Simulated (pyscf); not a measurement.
O=Si(OH)–F + hydrogen (H₂) → HO–Si:–OH [singlet] + hydrogen fluoride (HF) (concerted two-bond exchange; singlet surface; F–Si, H–H broken, H–O, F–H formed). PySCF, gas phase, ωB97X-D3(BJ)/def2-SVP geometries. Energies in eV from the separated reactants.

```tsv
level	barrier	reaction energy
PBE/def2-TZVP	2.81	+0.74
r²SCAN/def2-TZVP	?	+0.97
PBE0-D3(BJ)/def2-TZVP	3.27	+0.64
M06-2X/def2-TZVP	3.71	+0.71
ωB97M-D3(BJ)/def2-TZVP	3.68	+0.64
HF/def2-TZVP	?	?
```

Task: Complete the blanks.

Result: 
- r²SCAN/def2-TZVP, barrier: 3.15
- HF/def2-TZVP, barrier: 5.24
- HF/def2-TZVP, reaction energy: +0.61

The functionals in the table span 0.90 eV in this barrier, from PBE to M06-2X. On the product side the descent ends in a bound adduct, 0.47 eV under the separated species and 3.60 eV under the saddle at ωB97X-D3(BJ)/def2-TZVP. At ωB97X-D3(BJ)/def2-TZVP the barrier from the zero used here is 3.89 eV. One saddle was located; it need not be the lowest between these sides. One closed-shell reference is unstable to symmetry breaking; treat the single-reference values with care.
